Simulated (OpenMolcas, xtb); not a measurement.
## C2HF2 (SMILES [CH]=C(F)F): methods side by side

The species is C2HF2 (5 atoms), meant as a doublet with charge 0. As SMILES, `[CH]=C(F)F`. Geometry: relaxed at PBE0-D4/def2-TZVP.

```xyz
5

C    -0.0282    0.9127   -0.0149
C     0.1636   -0.3661    0.1246
F     1.0438   -0.9117    0.9325
F    -0.4926   -1.3132   -0.5203
H    -0.6366    1.6045   -0.5634
```

Each level gives the energy change with the C1–C2 bond stretched from 1.301 to 1.496 Å (eV). The values are calculated.

| level | kind | program | value (eV) | CPU time (all runs) |
| --- | --- | --- | --- | --- |
| GFN-FF | force field | xtb | 0.64 | under 2 s |
| GFN0-xTB | semi-empirical | xtb | 0.89 | under 2 s |
| UHF/aug-cc-pVDZ | Hartree–Fock | OpenMolcas | 0.68 | 35 s |
| USVWN5/aug-cc-pVDZ | LDA | OpenMolcas | 0.78 | 67 s |
| UBLYP/aug-cc-pVDZ | GGA | OpenMolcas | 0.65 | 95 s |
| UPBE/aug-cc-pVDZ | GGA | OpenMolcas | 0.68 | 95 s |
| UM06-L/aug-cc-pVDZ | meta-GGA | OpenMolcas | 0.82 | 2.4 min |
| UPBE0/aug-cc-pVDZ | global hybrid | OpenMolcas | 0.84 | 99 s |

The first shape isn't each level's own minimum. The values span 0.64 to 0.89 eV. Spin contamination of the reference (⟨S²⟩ at least 0.1 too high) touches UHF/aug-cc-pVDZ. CPU times are rough (shared hosts, several kinds of processor and program).
